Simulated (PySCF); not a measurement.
Geometry (Å), atoms numbered from 1 in this order:
```xyz
15

C     1.8317   -0.8400   -0.0481
C     0.6691   -0.1892    0.6857
C    -0.6321   -0.2945   -0.0684
C    -0.9720    0.6723   -1.1840
C    -1.7146    0.7077    0.1055
F    -3.0007    0.2723    0.1131
H     2.7715   -0.7459    0.5168
H     1.6463   -1.9134   -0.2121
H     1.9835   -0.3782   -1.0364
H     0.8946    0.8761    0.8677
H     0.5473   -0.6474    1.6825
H    -0.9989   -1.3147   -0.2310
H    -1.5135    0.2743   -2.0457
H    -0.2768    1.4868   -1.4087
H    -1.5651    1.5469    0.7947
```

Geometry: PBE0-D3(BJ)/def2-SVP; GIAO shifts from PySCF, gas phase, non-relativistic, averaged over equivalent atoms.

At PBE0/STO-3G (39 basis functions, 3.5 s wall time on 1 thread of an Arm Neoverse V1, shared host):
```
   atoms  δ (ppm)
      C5     53.8
      C2     27.0
      C1     19.4
      C3     18.6
      C4     14.9
      F6   -138.2
     H15     1.84
     H11     1.18
H7/H8/H9     0.77
     H13     0.68
     H12     0.55
     H14     0.37
     H10     0.30
```

Shifts are taken against calculated references (same method and geometry level): ¹³C (234.69 ppm), ¹H (32.60 ppm) vs TMS; CFCl3 for ¹⁹F (304.40 ppm).

Q: Estimate the result of repeating the calculation with PBE0/6-31G.

A: 
```tsv
atoms	δ at PBE0/6-31G	change
C5	69.5	+15.7
C2	25.8	-1.2
C1	14.8	-4.6
C3	21.1	+2.5
C4	14.3	-0.6
F6	-235.6	-97.4
H15	3.89	+2.05
H11	2.10	+0.92
H7/H8/H9	1.13	+0.36
H13	1.07	+0.39
H12	1.17	+0.62
H14	0.62	+0.25
H10	0.51	+0.21
```

Referencing at the same level of theory: ¹³C (σ = 199.54 ppm) and ¹H (σ = 32.61 ppm) against TMS; ¹⁹F (σ = 177.36 ppm) against CFCl3.

The largest change is at F6 (fluorine on an sp3 carbon). Cost: 72 basis functions, 6.6 s wall time on 1 thread of an Arm Neoverse V1, shared host. The order of the carbon signals changes between the two levels.

Unscaled 19F shifts against computed CFCl3 carry errors that often reach 10 to 50 ppm.
